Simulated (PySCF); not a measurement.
**Basis-set dependence of population analyses: `[SiH4]`**

Species: SiH₄.
Cartesian coordinates in Å at the PBE0-D3(BJ)/def2-SVP level; atoms count from 1:
```xyz
5
SiH4 angstrom
Si     0.019   -0.021   -0.019
H     -0.175    1.207   -0.846
H     -0.729    0.121    1.265
H      1.472   -0.203    0.268
H     -0.494   -1.209   -0.763
```

PBE0 throughout (PySCF), one geometry, spherical d and f functions. Isolated species at its PBE0-D3(BJ)/def2-SVP geometry, gas phase. Atoms taken as equivalent share a column and are averaged.

Mulliken charges (e):

```csv
basis,functions,Si1,H2/H3/H4/H5
STO-3G,13,+0.457,-0.114
6-31G,21,+0.361,-0.090
pcSseg-0,21,+0.213,-0.053
6-31G*,26,+0.217,-0.054
def2-SVP,38,+0.258,-0.065
cc-pVDZ,38,+0.146,-0.036
pcSseg-1,44,+0.326,-0.082
"6-311+G(2d,p)",59,+0.224,-0.056
def2-TZVP,61,+0.063,-0.016
aug-cc-pVDZ,63,-0.487,+0.122
IGLO-III,84,+0.638,-0.160
cc-pVTZ,90,+0.089,-0.022
pcSseg-3,208,+0.332,-0.083
```

IAO charges (e):

```json
{"basis": "STO-3G", "functions": "13", "Si1": "+0.527", "H2/H3/H4/H5": "-0.132"}
{"basis": "6-31G", "functions": "21", "Si1": "+0.259", "H2/H3/H4/H5": "-0.065"}
{"basis": "pcSseg-0", "functions": "21", "Si1": "+0.224", "H2/H3/H4/H5": "-0.056"}
{"basis": "6-31G*", "functions": "26", "Si1": "+0.403", "H2/H3/H4/H5": "-0.101"}
{"basis": "def2-SVP", "functions": "38", "Si1": "+0.418", "H2/H3/H4/H5": "-0.104"}
{"basis": "cc-pVDZ", "functions": "38", "Si1": "+0.397", "H2/H3/H4/H5": "-0.099"}
{"basis": "pcSseg-1", "functions": "44", "Si1": "+0.417", "H2/H3/H4/H5": "-0.104"}
{"basis": "6-311+G(2d,p)", "functions": "59", "Si1": "+0.430", "H2/H3/H4/H5": "-0.107"}
{"basis": "def2-TZVP", "functions": "61", "Si1": "+0.438", "H2/H3/H4/H5": "-0.109"}
{"basis": "aug-cc-pVDZ", "functions": "63", "Si1": "+0.396", "H2/H3/H4/H5": "-0.099"}
{"basis": "IGLO-III", "functions": "84", "Si1": "+0.436", "H2/H3/H4/H5": "-0.109"}
{"basis": "cc-pVTZ", "functions": "90", "Si1": "+0.421", "H2/H3/H4/H5": "-0.105"}
{"basis": "pcSseg-3", "functions": "208", "Si1": "+0.440", "H2/H3/H4/H5": "-0.110"}
```

Question: Which scheme is steadiest as the basis changes?

Answer: Largest range over the bases for any column: IAO 0.30 e, Mulliken 1.13 e. IAO charges move least and Mulliken charges most, counted in e. Without the minimal STO-3G basis the ranges are IAO 0.22, Mulliken 1.13 e.

Question: How much do the charges still move between the two largest bases, cc-pVTZ and pcSseg-3?

Answer: At most, over all atoms: Mulliken 0.242 e, IAO 0.019 e.

Question: What do the same runs give for the total energy and the frontier levels?

Answer: 
```
        basis  energy (Eh)  HOMO (eV)  LUMO (eV)
       STO-3G    -288.3898      -8.05       8.57
        6-31G    -291.6937      -9.91       1.77
     pcSseg-0    -291.3831     -10.19       1.58
       6-31G*    -291.7246      -9.82       1.56
     def2-SVP    -291.6528      -9.83       1.46
      cc-pVDZ    -291.7418      -9.79       1.42
     pcSseg-1    -291.7350      -9.89       1.16
6-311+G(2d,p)    -291.7562      -9.84       0.34
    def2-TZVP    -291.7559      -9.84       1.05
  aug-cc-pVDZ    -291.7426      -9.82       0.01
     IGLO-III    -291.7571      -9.83       0.99
      cc-pVTZ    -291.7584      -9.84       1.14
     pcSseg-3    -291.7671      -9.84       0.38
```
